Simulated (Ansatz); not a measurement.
A made-up structure of CH₃Si, doublet:

C1  (0.425, -0.791, 0.642)
Si2  (-0.217, 0.404, -0.328)
H3  (0.839, -1.559, 1.266)
H4  (0.623, -1.003, 1.662)
H5  (0.405, 1.739, -0.462)
(Å)

It is relaxed with PBE-D4/def2-SVP and then PBE0-D4/def2-TZVP (Ansatz 0.2.0). Atoms count as bonded within 1.22 times the sum of their covalent radii (H–H: 0.88 Å). The end point is not checked to be a true minimum.

Q: Does its bonding change? (A judgement: the text doesn't fix the answer.)

A: Computed: Yes. Formed: none; broken: H3–H4.

Where it ends: The first stage lowers the energy by 4.52 eV in 16 steps. It ends as CH₃Si ([CH2][SiH]):
| atom | x (Å) | y (Å) | z (Å) |
| --- | --- | --- | --- |
| C1 | 0.5084 | -0.8163 | 0.8732 |
| Si2 | 0.0814 | 0.2037 | -0.4239 |
| H3 | 0.4563 | -1.8970 | 0.8277 |
| H4 | 0.8563 | -0.3934 | 1.8125 |
| H5 | 0.1718 | 1.6929 | -0.3089 |

Labels in which every atom is bracketed show which atoms are joined, not bond orders.

For scale, one of the runs: PBE0-D4/def2-TZVP relaxation, 86 basis functions, launched by `ansatz run in.yaml --threads 2 --pin off --events-out ev --progress --plain --max-ram 4352MiB`. The run took about 11 s on 2 CPU threads of an Arm Neoverse V1 (shared host).
